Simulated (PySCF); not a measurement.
**PO2 (phosphorus dioxide) at UCCSDT/STO-6G**

Aim: the vertical ionisation energy of PO2 (phosphorus dioxide) at UCCSDT/STO-6G, from 2 runs. 

The results are computed with PySCF 2.14.0.

21 further runs of the same task are left out: 8 that didn't finish, 13 set aside as unsound or not needed.

## 1. The molecule

The species is PO2 (3 atoms), meant as a doublet with charge 0. As SMILES, `[O]P=O`. The shape is that of a GFN2-xTB optimisation.

Bond lengths: O1–P2 1.464 Å, P2–O3 1.464 Å. Angles: O1–P2–O3 123.4°.

## 2. The energy at UCCSDT/STO-6G

Contents of calc.py:

```python
# phosphorus dioxide
from pyscf import gto, cc

system = gto.M(
    atom=[
    ('O', (0.331710, 1.226310, 0.317670)),
    ('P', (-0.403940, 0.077030, -0.212130)),
    ('O', (0.072230, -1.303340, -0.105540)),
],
    basis='sto-6g',
    spin=1,
    verbose=3,
    charge=0,
    max_memory=1860,
)

mf = system.UHF()
mf.conv_tol = 1e-10
mf.kernel()
if not mf.converged:
    mf = mf.newton().run(mf.mo_coeff, mf.mo_occ)

mycc = cc.CCSDT(mf, frozen=7)
mycc.kernel()
e_tot = mycc.e_tot
print(f'total energy: {e_tot:.8f} hartree')
```

Command:

```bash
$ OMP_NUM_THREADS=1 python calc.py
```

Output:

```text
converged SCF energy = -488.490949684429  <S^2> = 0.78939195  2S+1 = 2.0390115
_make_eris_incore_UCCSDT

WARN: A large `blksize_v_aaa` is being used, which may cause large memory consumption
      for storing contraction intermediates. If memory is sufficient, consider using
      `pyscf.cc.uccsdt_highm.UCCSDT` instead.

WARN: A large `blksize_v_aab` is being used, which may cause large memory consumption
      for storing contraction intermediates. If memory is sufficient, consider using
      `pyscf.cc.uccsdt_highm.UCCSDT` instead.

UCCSDT converged
E(UCCSDT) = -488.6939286556006   E_corr = -0.2029789711712128
E_corr(same-spin) = -0.0564445726941515
E_corr(oppo-spin) = -0.146534398477061
total energy: -488.69392866 hartree
```

It took 2.8 s on 1 thread of Arm Neoverse V1, shared host; peak memory 0.12 GiB.

## 3. The singlet cation

Contents of input.py:

```python
from pyscf import gto, cc

mol = gto.M(
    atom='''
O      0.626841     2.317390     0.600309
P     -0.763336     0.145566    -0.400868
O      0.136495    -2.462956    -0.199442
''',
    charge=1,
    verbose=3,
    basis='sto-6g',
    unit='bohr',
    max_memory=1860,
)

calc0 = mol.RHF()
calc0.conv_tol = 1e-10
calc0.kernel()
if not calc0.converged:
    calc0 = calc0.newton().run(calc0.mo_coeff, calc0.mo_occ)

mycc = cc.CCSDT(calc0, frozen=7)
mycc.kernel()
e_tot = mycc.e_tot
print('E(%s) = %.9f' % ('CCSDT', e_tot))
```

Command:

```bash
$ OMP_NUM_THREADS=1 python input.py
```

Output:

```text
converged SCF energy = -488.196267830257
_make_eris_incore_RCCSDT

WARN: A large `blksize` is being used, which may cause large memory consumption
      for storing contraction intermediates. If memory is sufficient, consider using
      `pyscf.cc.rccsdt_highm.RCCSDT` instead.

RCCSDT converged
E(RCCSDT) = -488.4672882929401   E_corr = -0.2710204626827095
E_corr(same-spin) = -0.0586128141820332
E_corr(oppo-spin) = -0.212407648500676
E(CCSDT) = -488.467288293
```

Run time: 1.8 s. Hardware: 1 thread of Arm Neoverse V1, shared host; peak memory 0.12 GiB.

## 4. Summary of results

At UCCSDT/STO-6G, 7 core orbitals frozen:

| quantity | value |
| --- | --- |
| doublet PO2: total energy | -488.69393 Eh |
| doublet PO2: dipole moment (Hartree–Fock density) | 1.41 D |
| doublet PO2: HOMO energy (Hartree–Fock orbitals) (highest over α and β) | -7.20 eV |
| doublet PO2: LUMO energy (Hartree–Fock orbitals) (lowest over α and β) | 5.00 eV |
| doublet PO2: correlation energy (7 core orbitals frozen) | -203.0 mEh |
| doublet PO2: ⟨S²⟩ of the reference determinant | 0.789 |
| doublet PO2: T1 diagnostic | 0.035 |
| singlet cation: total energy | -488.46729 Eh |
| singlet cation: HOMO energy (Hartree–Fock orbitals) | -19.27 eV |
| singlet cation: LUMO energy (Hartree–Fock orbitals) | -7.41 eV |
| singlet cation: HOMO–LUMO gap (Hartree–Fock orbitals) | 11.86 eV |
| singlet cation: correlation energy (7 core orbitals frozen) | -271.0 mEh |
| singlet cation: T1 diagnostic | 0.041 |
| vertical ionisation energy (to the singlet cation) | 6.167 eV |

In words: Removing an electron at fixed nuclei costs 6.17 eV (142 kcal/mol). Only the singlet of the ionised species was computed; a triplet could lie lower. In a minimal basis such a difference can be off by several eV, whatever the method. The T1 diagnostic (singlet cation) of 0.041 is above the customary mark for such species, so a single reference may not serve.
